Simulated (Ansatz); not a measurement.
Total energies of C₂H₈NP, SMILES `CN(C)P`.

Z-matrix (Å, degrees):
```
C
N 1 1.447
H 1 1.101 2 113.0
H 1 1.095 2 109.7 3 -120.2
H 1 1.091 2 109.9 3 120.9
C 2 1.443 1 113.5 3 60.6
P 2 1.700 1 115.7 3 -83.3
H 6 1.091 2 110.0 1 170.7
H 6 1.095 2 109.9 1 51.7
H 6 1.102 2 112.6 1 -68.7
H 7 1.421 2 97.8 1 -167.6
H 7 1.438 2 102.7 1 98.5
```

Charge 0, multiplicity 1. The structure was optimised at the PBE0-D4/def2-TZVP level. It is one conformer, not always the lowest. Basis def2-TZVPP, Ansatz.

RPA on PBE orbitals: Hartree–Fock energy of these orbitals -475.57814 Eh, correlation -1.23818 Eh (frozen core).

```json
{"functional": "LDA (SPW92)", "energy without D4 (Eh)": "-474.68695", "D4 term (kJ/mol)": "–"}
{"functional": "PBE", "energy without D4 (Eh)": "-476.83013", "D4 term (kJ/mol)": "-23.2"}
{"functional": "revPBE", "energy without D4 (Eh)": "-477.06493", "D4 term (kJ/mol)": "-79.1"}
{"functional": "BLYP", "energy without D4 (Eh)": "-477.09977", "D4 term (kJ/mol)": "-52.3"}
{"functional": "r2SCAN", "energy without D4 (Eh)": "-477.06346", "D4 term (kJ/mol)": "-5.8"}
{"functional": "B97M-V", "energy without D4 (Eh)": "-477.07861", "D4 term (kJ/mol)": "–"}
{"functional": "PBE0", "energy without D4 (Eh)": "-476.88055", "D4 term (kJ/mol)": "-19.4"}
{"functional": "B3LYP", "energy without D4 (Eh)": "-477.20359", "D4 term (kJ/mol)": "-37.3"}
{"functional": "r2SCANh", "energy without D4 (Eh)": "-477.05638", "D4 term (kJ/mol)": "-6.0"}
{"functional": "r2SCAN0", "energy without D4 (Eh)": "-477.04672", "D4 term (kJ/mol)": "-6.6"}
{"functional": "HSE06 (plane-wave form)", "energy without D4 (Eh)": "-476.86536", "D4 term (kJ/mol)": "-17.9"}
{"functional": "BHLYP", "energy without D4 (Eh)": "-477.08731", "D4 term (kJ/mol)": "-26.2"}
{"functional": "CAM-B3LYP", "energy without D4 (Eh)": "-477.11121", "D4 term (kJ/mol)": "-19.4"}
{"functional": "LC-ωPBE", "energy without D4 (Eh)": "-476.99335", "D4 term (kJ/mol)": "–"}
{"functional": "ωB97X-V", "energy without D4 (Eh)": "-477.08288", "D4 term (kJ/mol)": "–"}
{"functional": "ωB97M-V", "energy without D4 (Eh)": "-477.07690", "D4 term (kJ/mol)": "–"}
{"functional": "B2PLYP", "energy without D4 (Eh)": "-476.92666", "D4 term (kJ/mol)": "–"}
{"functional": "PBE-QIDH", "energy without D4 (Eh)": "-476.77754", "D4 term (kJ/mol)": "–"}
```

B3LYP takes the VWN-RPA correlation (the form of Gaussian; ORCA's B3LYP/G). HSE06 is the plane-wave form, built on full-range PBE exchange. The double hybrids freeze the cores in their second-order part.

LC-ωPBE has ω = 0.4 bohr⁻¹.
